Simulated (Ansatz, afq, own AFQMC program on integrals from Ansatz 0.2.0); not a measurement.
BH3Cl, doublet in cc-pVTZ, levels against AFQMC with the constraint released

```xyz
5

Cl   -0.7697    0.0000    0.0000
H     0.6883    0.0000    0.0000
B     1.9933    0.0000    0.0000
H     2.5024    0.0000    1.0770
H     2.5024    0.0000   -1.0770
```

Connectivity, by distances: Cl ··· BH2, 1 bridging H.

Basis cc-pVTZ. Only valence electrons are correlated. Ansatz 0.2.0 and our own AFQMC program on the same integrals; the CISD trial comes from CCSD amplitudes, and released means the phaseless constraint is let go. Error bars are statistical, one sigma.

Determinant: UHF, the one that the program's search chose, which needn't be the lowest solution. The geometry is a point of a scan.

No full CI on the walks' own integrals is used here. The released AFQMC energy serves as the reference, which it does only where one determinant dominates, the energy is flat over the last release times and near the phaseless one (40 meV or 2 meV an electron, half that with transition metals). On small molecules, where full CI could be run and the noise was under 10 meV, such values lay within 10 meV of it in 19 cases of 20, a flattering rate, since the rule was set on those same cases; what remains of the bias isn't in the error bar.

Cautions: the released value is read at 2.40 1/Eh (meV from the phaseless value at times in 1/Eh: -12 ± 4 at 0.24, -12 ± 3 at 0.51, -11 ± 5 at 0.99, -13 ± 5 at 1.62, -23 ± 8 at 2.40).

* T1 diagnostic: 0.0124
* weight of the determinant in the CISD state: 0.871
* ⟨S²⟩ of the determinant: 0.774
* size of the correlated space: 13 electrons in 100 orbitals

| level | correlation energy (eV) |
| --- | --- |
| MP2 | -8.1050 |
| CCSD | -9.1561 |
| CCSD(T) | -9.4678 |

**Question.** Estimate where AFQMC with the constraint released lies against CCSD(T) on the same integrals.

**Answer.** 1.30 ± 0.19 kcal/mol below CCSD(T).

Reference: AFQMC with the constraint released, correlation energy -9.524 ± 0.008 eV.

| level | E − E(reference) (kcal/mol) | share of correlation (%) |
| --- | --- | --- |
| CCSD(T) | 1.30 ± 0.19 | 99.41 |
| ph-AFQMC/CISD | 0.54 ± 0.23 | 99.76 |

A walk keeps the symmetry of its determinant, which the program's search chose and which needn't be the lowest solution, so a lower state of the same spin and another symmetry isn't excluded. Released energies are given only where the last usable release times agree within the noise; a slower fall can still hide under it.
